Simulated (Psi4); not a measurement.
# SiH2F2 (SiF2H2) at 6 levels

Wanted: a comparison of 6 runs (HF/STO-3G, B3LYP/6-31G*, PBE/pcseg-2, PW86PBE/6-311G(2df,2pd), OREMP2/LANL2DZ) of SiH2F2 (SiF2H2). 

The results are computed with Psi4 1.11.

2 further runs of the same task are left out: 1 that didn't finish, 1 set aside as unsound or not needed.

### 1 The system as given

The species is SiH2F2 (5 atoms), meant as a singlet with charge 0. SMILES: `[H][Si]([H])(F)F`. Geometry: relaxed at GFN2-xTB.

Bond lengths: Si1–F2 1.594 Å, Si1–F3 1.594 Å, Si1–H4 1.442 Å, Si1–H5 1.443 Å. Angles: F2–Si1–F3 103.0°, F2–Si1–H4 107.9°, F2–Si1–H5 107.9°, F3–Si1–H4 107.9°, F3–Si1–H5 108.0°, H4–Si1–H5 120.8°.

### 2 Energy and gradient at HF/STO-3G (run 1)

job.inp reads:

```
memory 1600 mb

molecule geom {
  0 1
  Si    -0.091360     0.000560    -0.064290
  F      0.009240    -0.018840     1.526500
  F      1.436020     0.010630    -0.519740
  H     -0.680140     1.257800    -0.455540
  H     -0.673740    -1.250150    -0.486920
  units angstrom
  symmetry c1
  no_reorient
  no_com
}

set {
  puream        true
  e_convergence 1e-09
  d_convergence 1e-08
  scf_type      pk
}

energy_value, wavefunction = gradient("scf/STO-3G", return_wfn=True)
oeprop(wavefunction, "DIPOLE", "WIBERG_LOWDIN_INDICES", "QUADRUPOLE")
```

Started as:

```console
psi4 job.inp job.out -n 1
```

job.out:

```text
[...]
  Running in c1 symmetry.
[...]
  Nuclear repulsion =  119.076698466433129
[...]
  Multiplicity = 1
[...]
  Nalpha       = 17
  Nbeta        = 17
[...]
    Number of basis functions: 21
[...]
   @RHF iter   1:  -482.78633041703051   -1.60198e+00   1.36223e-02 ADIIS/DIIS
[...]
   @RHF iter   9:  -482.86817952860747   -1.53477e-12   8.15237e-09 DIIS
[...]
    Orbital Energies [Eh]
    ---------------------
    Doubly Occupied:
       1A    -68.063721     2A    -25.821857     3A    -25.821477
       4A     -6.043688     5A     -4.070003     6A     -4.069408
       7A     -4.068426     8A     -1.453567     9A     -1.425454
      10A     -0.685174    11A     -0.547130    12A     -0.513260
      13A     -0.486971    14A     -0.434563    15A     -0.410395
      16A     -0.402361    17A     -0.385121
[...]
  @RHF Final Energy:  -482.86817952860747
   => Energetics <=
    Nuclear Repulsion Energy =            119.0766984664331289
    One-Electron Energy =                -914.4846022013593938
    Two-Electron Energy =                 312.5397242063188514
    Total Energy =                       -482.8681795286074703
[...]
  -Total Gradient:
     Atom            X                  Y                   Z
    ------   -----------------  -----------------  -----------------
       1        0.001602367248     0.000214569302     0.000707695374
       2        0.004201050340     0.000229889655    -0.016366580166
       3       -0.013995324280    -0.000133752535     0.009722054652
       4        0.004135951320     0.014868591284     0.003203554339
       5        0.004055955373    -0.015179297707     0.002733275800
[...]
 Multipole Moments:
 ------------------------------------------------------------------------------------
     Multipole            Electronic (a.u.)      Nuclear  (a.u.)        Total (a.u.)
 ------------------------------------------------------------------------------------
 L = 1.  Multiply by 2.5417464519 to convert [e a0] to [Debye]
 Dipole X            :        -20.1701451           19.6048125           -0.5653326
 Dipole Y            :          0.1134400           -0.1103600            0.0030800
 Dipole Z            :        -14.0366898           13.6406479           -0.3960419
 Magnitude           :                                                    0.6902606
 L = 2.  Multiply by 1.3450342976 to convert [e a0^2] to [Debye ang]
 Quadrupole XX       :        -86.5669450           69.9697247          -16.5972203
 Quadrupole XY       :         -0.4460245            0.4353021           -0.0107224
[...]
```

Wall time 1.4 s (1 thread of Intel Xeon 6975P-C (Granite Rapids), shared host); peak memory 0.18 GiB.

### 3 Energy and forces at B3LYP/6-31G(d) (spherical functions) (run 2)

job.py reads:

```python
import psi4

psi4.set_memory('1600 MB')
psi4.set_num_threads(1)
psi4.core.set_output_file('run.log', False)

mol = psi4.geometry("""
0 1
Si
F 1 1.594086
F 1 1.593871 2 102.98884
H 1 1.442356 3 107.94831 2 113.95169
H 1 1.442934 4 120.75254 2 124.58347
symmetry c1
""")

psi4.set_options({
    'reference': 'rks',
    'puream': True,
    'e_convergence': 1e-09,
    'd_convergence': 1e-08,
    'scf_type': 'pk',
    'dft_radial_points': 99,
    'dft_spherical_points': 590,
})

energy_value = psi4.gradient('b3lyp/6-31G*')
print('gradient / Eh bohr^-1')
print(energy_value.np.round(6))
```

Started as:

```console
python job.py
```

run.log:

```text
[...]
  Running in c1 symmetry.
[...]
  Nuclear repulsion =  119.076701873611711
[...]
  Multiplicity = 1
[...]
  Nalpha       = 17
  Nbeta        = 17
[...]
    Number of basis functions: 50
[...]
   @RKS iter   1:  -490.40399873018794   -4.07340e-01   9.89208e-03 DIIS/ADIIS
[...]
   @RKS iter  10:  -490.48213131481941   -9.09495e-13   1.95988e-09 DIIS
[...]
    Orbital Energies [Eh]
    ---------------------
    Doubly Occupied:
       1A    -66.193545     2A    -24.684556     3A    -24.684350
       4A     -5.347327     5A     -3.707844     6A     -3.706021
       7A     -3.703203     8A     -1.194154     9A     -1.173399
      10A     -0.575645    11A     -0.482393    12A     -0.471222
      13A     -0.468594    14A     -0.417850    15A     -0.411533
      16A     -0.405423    17A     -0.354595
[...]
  @RKS Final Energy:  -490.48213131481941
   => Energetics <=
    Nuclear Repulsion Energy =            119.0767018736117109
    One-Electron Energy =                -918.4916483487169216
    Two-Electron Energy =                 343.4388800056426589
    DFT Exchange-Correlation Energy =     -34.5060648453568106
    Empirical Dispersion Energy =           0.0000000000000000
    VV10 Nonlocal Energy =                  0.0000000000000000
    Total Energy =                       -490.4821313148194122
[...]
 Multipole Moments:
 ------------------------------------------------------------------------------------
     Multipole            Electronic (a.u.)      Nuclear  (a.u.)        Total (a.u.)
 ------------------------------------------------------------------------------------
 L = 1.  Multiply by 2.5417464519 to convert [e a0] to [Debye]
 Dipole X            :         -0.0001783            0.0001373           -0.0000410
 Dipole Y            :          1.9254051           -2.5168927           -0.5914876
 Dipole Z            :          1.5275718           -1.9999457           -0.4723739
 Magnitude           :                                                    0.7569641
[...]
  -Total Gradient:
     Atom            X                  Y                   Z
    ------   -----------------  -----------------  -----------------
       1       -0.000178721377    -0.018991652017    -0.015424004567
       2       -0.000013313244     0.006985826128    -0.009967223100
       3       -0.000021958134    -0.008227973444     0.009141416509
       4        0.009236309414     0.010228187875     0.008208875526
       5       -0.009021962876     0.010110286168     0.008124223622
[...]
```

On the terminal:

```text
gradient / Eh bohr^-1
[[-1.7900e-04 -1.8992e-02 -1.5424e-02]
 [-1.3000e-05  6.9860e-03 -9.9670e-03]
 [-2.2000e-05 -8.2280e-03  9.1410e-03]
 [ 9.2360e-03  1.0228e-02  8.2090e-03]
 [-9.0220e-03  1.0110e-02  8.1240e-03]]
```

Wall time 6 s (1 thread of Intel Xeon 6975P-C (Granite Rapids), shared host); peak memory 0.59 GiB.

Runs 3 to 4 aren't shown in full; the table further down has their settings and results.

### 4 The energy at PW86PBE/6-311G(2df,2pd) (density fitting) (run 5)

job.inp reads:

```
memory 1.6 GB

molecule {
  0 1
  Si
  F 1 1.594086
  F 1 1.593871 2 102.98884
  H 1 1.442356 3 107.94831 2 113.95169
  H 1 1.442934 4 120.75254 2 124.58347
  units angstrom
  symmetry c1
}

set basis 6-311G(2df,2pd)
set scf_type df
set s_orthogonalization partialcholesky
set e_convergence 1e-11
set screening density

energy_value = energy("pw86pbe")
```

Started as:

```console
psi4 -i job.inp -o job.out -n 1
```

job.out:

```text
[...]
  Running in c1 symmetry.
[...]
  Nuclear repulsion =  119.076701873611711
[...]
  Multiplicity = 1
[...]
  Nalpha       = 17
  Nbeta        = 17
[...]
    Number of basis functions: 126
[...]
   @DF-RKS iter   1:  -490.62380284722741   -3.06808e-01   4.92964e-03 ADIIS/DIIS
[...]
   @DF-RKS iter  11:  -490.73171683882299   -2.84217e-13   5.12003e-10 DIIS
[...]
    Orbital Energies [Eh]
    ---------------------
    Doubly Occupied:
       1A    -65.510216     2A    -24.273668     3A    -24.273490
       4A     -5.109249     5A     -3.517929     6A     -3.515827
       7A     -3.512509     8A     -1.098601     9A     -1.078747
      10A     -0.518739    11A     -0.430455    12A     -0.419100
      13A     -0.415626    14A     -0.367744    15A     -0.365325
      16A     -0.355593    17A     -0.312235
[...]
  @DF-RKS Final Energy:  -490.73171683882299
   => Energetics <=
    Nuclear Repulsion Energy =            119.0767018736117109
    One-Electron Energy =                -918.5973496965551703
    Two-Electron Energy =                 351.6785405291064990
    DFT Exchange-Correlation Energy =     -42.8896095449859942
    Empirical Dispersion Energy =           0.0000000000000000
    VV10 Nonlocal Energy =                  0.0000000000000000
    Total Energy =                       -490.7317168388229902
[...]
 Multipole Moments:
 ------------------------------------------------------------------------------------
     Multipole            Electronic (a.u.)      Nuclear  (a.u.)        Total (a.u.)
 ------------------------------------------------------------------------------------
 L = 1.  Multiply by 2.5417464519 to convert [e a0] to [Debye]
 Dipole X            :         -0.0001409            0.0001373           -0.0000036
 Dipole Y            :          1.9935503           -2.5168927           -0.5233424
 Dipole Z            :          1.5820395           -1.9999457           -0.4179062
 Magnitude           :                                                    0.6697259
[...]
```

It took 4.5 s on 1 thread of Intel Xeon 6975P-C (Granite Rapids), shared host; peak memory 0.55 GiB.

### 5 Energy and forces at OREMP2/LANL2DZ (density fitting, core potential, density fitting for correlation, Cartesian functions) (run 6)

f2h2si.inp reads:

```
memory 1600 mb

molecule system {
  0 1
  Si    -0.091360     0.000560    -0.064290
  F      0.009240    -0.018840     1.526500
  F      1.436020     0.010630    -0.519740
  H     -0.680140     1.257800    -0.455540
  H     -0.673740    -1.250150    -0.486920
}

set basis LANL2DZ
set scf_type df
set num_frozen_docc 0
set cc_type df

result, w = gradient("oremp2", return_wfn=True)
```

Started as:

```console
psi4 -i f2h2si.inp -o f2h2si.out -n 1
```

f2h2si.out:

```text
[...]
    !!!  WARNING: ECP capability is in beta. Please check occupations closely.  !!!
[...]
  Running in c1 symmetry.
[...]
  Nuclear repulsion =   51.983162288113441
[...]
  Multiplicity = 1
[...]
  Nalpha       = 12
  Nbeta        = 12
[...]
    Number of basis functions: 30
[...]
   @DF-RHF iter   1:  -203.78025552763373   -1.05051e+00   1.52137e-02 ADIIS/DIIS
[...]
   @DF-RHF iter  13:  -203.87357410216657    0.00000e+00   2.46973e-11 DIIS
[...]
    Orbital Energies [Eh]
    ---------------------
    Doubly Occupied:
       1A    -26.290583     2A    -26.290392     3A     -1.623133
       4A     -1.597439     5A     -0.817342     6A     -0.711634
       7A     -0.708768     8A     -0.705499     9A     -0.660456
      10A     -0.639631    11A     -0.608135    12A     -0.532547
[...]
  @DF-RHF Final Energy:  -203.87357410216657
   => Energetics <=
    Nuclear Repulsion Energy =             51.9831622881134408
    One-Electron Energy =                -389.3423562044810637
    Two-Electron Energy =                 133.4856198142010726
    Total Energy =                       -203.8735741021665717
[...]
 Multipole Moments:
 ------------------------------------------------------------------------------------
     Multipole            Electronic (a.u.)      Nuclear  (a.u.)        Total (a.u.)
 ------------------------------------------------------------------------------------
 L = 1.  Multiply by 2.5417464519 to convert [e a0] to [Debye]
 Dipole X            :         -6.7396747            5.6304024           -1.1092722
 Dipole Y            :          0.0387936           -0.0324895            0.0063041
 Dipole Z            :         -4.7054770            3.9300999           -0.7753771
 Magnitude           :                                                    1.3534158
[...]
	Warning: cc_lambda option is changed to TRUE
	For this residual convergence, default PCG convergence is:     1.00e-07
[...]
	DF-MP2 Total Energy (a.u.)         :  -204.15445629023228
[...]
```

It took 3.6 s on 1 thread of Intel Xeon 6975P-C (Granite Rapids), shared host; peak memory 0.62 GiB.

### 6 All runs side by side

| run | level | integration grid | Cartesian functions | energy (Eh) | dipole moment (D) | HOMO energy (eV) | LUMO energy (eV) | wall time |
| --- | --- | --- | --- | --- | --- | --- | --- | --- |
| 1 | HF/STO-3G | – | no | -482.868180 | 1.75 | -10.48 | 12.82 | 1.4 s |
| 2 | B3LYP/6-31G* (spherical functions) | 99 radial × 590 angular | no | -490.482131 | 1.92 | -9.65 | 0.41 | 6 s |
| 3 | B3LYP/6-31G* (Cartesian functions) | 99 radial × 590 angular | yes | -490.486507 | 1.93 | -9.65 | 0.34 | 6 s |
| 4 | PBE/pcseg-2 | 99 radial × 590 angular | no | -490.264349 | 1.93 | -8.60 | -0.86 | 20 s |
| 5 | PW86PBE/6-311G(2df,2pd) (density fitting) | 75 radial × 302 angular | no | -490.731717 | 1.70 | -8.50 | -0.69 | 4.5 s |
| 6 | OREMP2/LANL2DZ (density fitting, core potential, density fitting for correlation, Cartesian functions) | – | yes | -204.157980 | – | -14.49 | 3.47 | 3.6 s |

### 7 Outcome

| quantity | value |
| --- | --- |
| run 6: total energy | -204.15798 Eh |
| run 6: HOMO energy (Hartree–Fock orbitals) | -14.49 eV |
| run 6: LUMO energy (Hartree–Fock orbitals) | 3.47 eV |
| run 6: HOMO–LUMO gap (Hartree–Fock orbitals) | 17.96 eV |
| run 6: correlation energy | -284.4 mEh |
| run 6: largest force on an atom | 3.466 eV/Å |

**Reading.** Over runs 1, 2, 3, 4, 5 the dipole moment (its size) runs from 1.70 D (PW86PBE/6-311G(2df,2pd)) to 1.93 D (PBE/pcseg-2). The two ends differ in method and basis. Over runs 1, 2, 3, 4, 5 the HOMO–LUMO gap runs from 7.74 eV (PBE/pcseg-2) to 23.30 eV (HF/STO-3G). Totals of different functionals can't be ranked against each other. Some runs of one species differ in core potentials or relativity; totals across that change don't compare. In run 1 the basis is minimal, so the values are rough. All runs together took 42 s, the longest 20 s.
